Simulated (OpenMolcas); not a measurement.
**Predicting a hybrid from its neighbours: N2H**

N2H: 3 atoms, total charge 0, spin state doublet. As SMILES, `[N]=N`. The coordinates come from a PBE0-D4/def2-TZVP relaxation.

The dipole moment y, in D, basis def2-TZVPPD; a is the functional's share of exact exchange. Programs: OpenMolcas 26.06.

```
functional     program     a  y (D)
      UPBE  OpenMolcas     0   1.80
     UBLYP  OpenMolcas     0   1.80
    UB3LYP  OpenMolcas   0.2   1.87
     UPBE0  OpenMolcas  0.25      ?
    UBHLYP  OpenMolcas   0.5   1.92
```

**Question.** Fit y = c + s·a to the known rows and predict UPBE0.

**Answer.** 
1. Means of the 4 rows: a = 0.1750, y = 1.848.
2. Σ(Δa)² = 0.1675, Σ(Δa·Δy) = 0.04075, so the slope is 0.04075/0.1675 = 0.24328.
3. Intercept: 1.848 − (0.24328) × 0.1750 = 1.805. The largest residual of the fit is 0.016.
4. UPBE0: 1.805 + (0.24328) × 0.25 = 1.87 D.

The run gave 1.88 D, so the prediction is off by -0.01 D, within the scatter of the fit. More exact exchange makes the molecule more polar here.
